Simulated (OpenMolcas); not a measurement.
**Setting up BH2F (SMILES BF) in OpenMolcas**

The species is BH2F (4 atoms), meant as a singlet with charge 0. As SMILES, `BF`. Geometry: relaxed at PBE0-D4/def2-TZVP.

```xyz
4

B    -0.0273   -0.0040   -0.0308
F     1.0612   -0.2967    0.6499
H    -1.0125   -0.6491    0.1862
H     0.0342    0.8896   -0.8256
```

Settings wanted:

```
method                    : HF
reference                 : RHF
symmetry                  : none
basis set                 : cc-pVTZ
task                      : gradient
nucleus                   : point
SCF convergence threshold : 1e-10
```

Problem. Write the OpenMolcas 26.06 input and the command.

Solution. This one ran through:

mol.input:
```
&gateway
 baslib = $CurrDir
 coord
 4
 angstrom
 B       -0.027300      -0.004000      -0.030800
 F        1.061200      -0.296700       0.649900
 H       -1.012500      -0.649100       0.186200
 H        0.034200       0.889600      -0.825600
 basis = cc-pVTZ
 group = NoSym

&seward

&scf
 thresholds = 1e-10 1e-07 1e-07 1e-05
 prorbitals = 1

&alaska
```

```bash
$ export MOLCAS_MEM=1860
$ pymolcas mol.input > mol.log
```

(Basis files named in the input come from the Basis Set Exchange and aren't shown.)

Calculated total energy: -125.37343 Eh, largest force 0.556 eV/Å.
